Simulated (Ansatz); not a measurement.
**AlBH₃F (SMILES [BH2][AlH][F]): single points off equilibrium**

Program: Ansatz 0.2.0, Gaussian basis. Level of theory: single points in def2-TZVPP. These are calculated values, not measurements.

Correlated methods freeze the cores.

## (1) The starting structure

SMILES `[BH2][AlH][F]`, 6 atoms, charge 0, spin multiplicity 1.

Atoms are counted from 1 here; the program's logs count them from 0.

Bond lengths: B1–Al2 2.155 Å, B1–H4 1.179 Å, B1–H5 1.182 Å, Al2–F3 1.670 Å, Al2–H6 1.642 Å. Angles: Al2–B1–H4 125.6°, Al2–B1–H5 118.5°, H4–B1–H5 115.8°, B1–Al2–F3 120.5°, B1–Al2–H6 129.1°, F3–Al2–H6 110.0°.

As a file:

| atom | x (Å) | y (Å) | z (Å) |
| --- | --- | --- | --- |
| B1 | -0.8435 | 0.4310 | -0.7182 |
| Al2 | 0.7022 | -0.3045 | 0.5906 |
| F3 | 0.7135 | -1.9028 | 1.0737 |
| H4 | -1.7660 | -0.1915 | -1.1086 |
| H5 | -0.8019 | 1.5613 | -1.0618 |
| H6 | 2.0713 | 0.4455 | 1.0985 |

## (2) PBE-D4/def2-TZVPP

Contents of run/in.yaml:

```yaml
crystal:
  periodic: [false, false, false]
  atoms:
    - {symbol: B, position_ang: [-0.843479, 0.431012, -0.718183]}
    - {symbol: Al, position_ang: [0.702227, -0.304531, 0.590558]}
    - {symbol: F, position_ang: [0.713545, -1.902831, 1.073684]}
    - {symbol: H, position_ang: [-1.765984, -0.191496, -1.108606]}
    - {symbol: H, position_ang: [-0.801902, 1.561257, -1.061820]}
    - {symbol: H, position_ang: [2.071330, 0.445524, 1.098488]}
basis:
  gaussian: {orbitals: def2-TZVPP}
hamiltonian: {xc: pbe, dispersion: d4}
output: {forces: true}
```

The run is started by

```console
$ ansatz run in.yaml --threads 2 --pin off --events-out ev --progress --plain --max-ram 3481MiB
```

What time and memory should one allow on 2 threads of Arm Neoverse V2, shared host?

About 1.2 s, with a peak of 0.13 GiB.
